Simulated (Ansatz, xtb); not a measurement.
# Relative energy of two isomers of CH3OSi

We compare a, `[CH2][SiH]=O`, a doublet, with b, `C[Si]=O`, a doublet. Both are isolated molecules in the gas phase, relaxed with PBE0-D3(BJ)/pcseg-1; the shapes shown needn't be the lowest conformers.

a (Å):

```tsv
atom	x (Å)	y (Å)	z (Å)
C	-1.7002	0.7201	-0.7097
O	-0.8242	-2.1167	-0.7798
Si	-0.6557	-0.6889	-0.2342
H	-1.5565	1.7244	-0.3047
H	-2.5164	0.6061	-1.4253
H	0.3882	-0.2944	0.7515
```

b (Å):

```json
{"atom": "C", "x (Å)": "0.4976", "y (Å)": "-0.3899", "z (Å)": "0.4135"}
{"atom": "O", "x (Å)": "-2.0102", "y (Å)": "-1.8444", "z (Å)": "1.1825"}
{"atom": "Si", "x (Å)": "-1.1206", "y (Å)": "-0.6038", "z (Å)": "1.3847"}
{"atom": "H", "x (Å)": "0.2515", "y (Å)": "-0.4003", "z (Å)": "-0.6562"}
{"atom": "H", "x (Å)": "1.0121", "y (Å)": "0.5404", "z (Å)": "0.6724"}
{"atom": "H", "x (Å)": "1.1399", "y (Å)": "-1.2516", "z (Å)": "0.6365"}
```

**Question.** Which of the two would you expect CCSD(T)/def2-TZVP electronic energies to favour?

**Answer.** Structure b; the calculation gives E(b) − E(a) = −16.1 kcal/mol.

How the difference moves with the method:

| level | geometry | E(b) − E(a) (kcal/mol) | departure from the last row (kcal/mol) | job, with rough time for the two |
| --- | --- | --- | --- | --- |
| GFN2-xTB | GFN2-xTB | −10.7 | +5.4 | optimisation, 0.39 s |
| HF/STO-3G | GFN2-xTB | −11.7 | +4.4 | single point, 1.1 s |
| r2SCAN-D4/def2-SVP | GFN2-xTB | −16.9 | −0.8 | single point, 5 s |
| PBE0-D3(BJ)/pcseg-1 | PBE0-D3(BJ)/pcseg-1 | −17.9 | −1.8 | optimisation, 89 s |
| HF/def2-TZVP | PBE0-D3(BJ)/pcseg-1 | −6.2 | +9.9 | part of the CCSD(T) run |
| MP2/def2-TZVP | PBE0-D3(BJ)/pcseg-1 | −17.9 | −1.8 | part of the CCSD(T) run |
| CCSD(T)/def2-TZVP | PBE0-D3(BJ)/pcseg-1 | −16.1 |  | single point, 86 s |

As drawn, b has 1 C–H in place of 1 Si–H.

The levels shown agree on the order. The largest departure from CCSD(T)/def2-TZVP is that of HF/def2-TZVP, 9.9 kcal/mol.

With harmonic frequencies from PBE0-D3(BJ)/pcseg-1 (ideal gas, rigid rotor, one conformer each, 298.15 K, 1 atm): on the last row, ΔE + ΔZPE = −13.8 kcal/mol. A mode under 50 cm⁻¹ makes harmonic enthalpies and free energies unreliable, so none is given.

Open shells are spin-unrestricted, with notable spin contamination under HF/STO-3G. The correlated steps freeze 7 core orbitals. Codes used: Ansatz 0.2.0, xtb 6.7.1; the last row on 1 thread of Intel(R) Xeon(R) Platinum 8259CL CPU @ 2.50GHz (Skylake/Cascade Lake) on a shared host.
